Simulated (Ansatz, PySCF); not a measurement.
Reaction: C3H4 (SMILES C1CC=1) → C3H4 (prop-1-yne, SMILES CC#C)
Each species at its own B3LYP-D3(BJ)/def2-TZVP minimum (Ansatz, a program for electronic structure).

Total energies in hartree (Ansatz). Open shells are spin-unrestricted; no spin-orbit coupling. Cores are frozen in correlated methods. No relativity.

```csv
species,HF/cc-pVTZ,CCSD(T)/cc-pVTZ,HF/cc-pVQZ,CCSD(T)/cc-pVQZ,CCSD(T)/cc-pVDZ,CCSDT(Q)/cc-pVDZ
1: C3H4 (SMILES C1=CC1),-115.86553,-116.39771,-115.87301,-116.43128,-116.27859,-116.28030
"2: C3H4 (prop-1-yne, SMILES C#CC)",-115.90848,-116.43512,-115.91599,-116.46867,-116.31489,-116.31674
```

Work out the isomerisation energy (enthalpy at 298 K, ideal-gas terms from PySCF's Hessians at B3LYP-D3(BJ)/def2-TZVP) in kJ/mol: take Hartree-Fock from cc-pVQZ, extrapolate the CCSD(T) correlation energy as X^-3 (X = 3, 4), and add CCSDT(Q) - CCSD(T) in cc-pVDZ. The further terms named in the bracket sum to +0.00026 hartree. 1 hartree = 2625.5 kJ/mol.


Species 1: correlation (64·(-0.55827) - 27·(-0.53218))/37 = -0.57731; step -0.00171; E1 = -115.87301 + (-0.57731) + (-0.00171) = -116.45203
Species 2: correlation (64·(-0.55268) - 27·(-0.52664))/37 = -0.57168; step -0.00185; E2 = -115.91599 + (-0.57168) + (-0.00185) = -116.48952
-1·E1 +1·E2 +0.00026 = -0.03723 hartree = -97.8 kJ/mol. From measured enthalpies of formation at 298 K: -23.4 kcal/mol (Active Thermochemical Tables 1.112 (ions: stationary electron), as tabulated in the package chemicals). The calculations leave out spin-orbit terms. The composite differs from it by +0.3 kJ/mol; core, relativistic and spin-orbit terms are not in it.
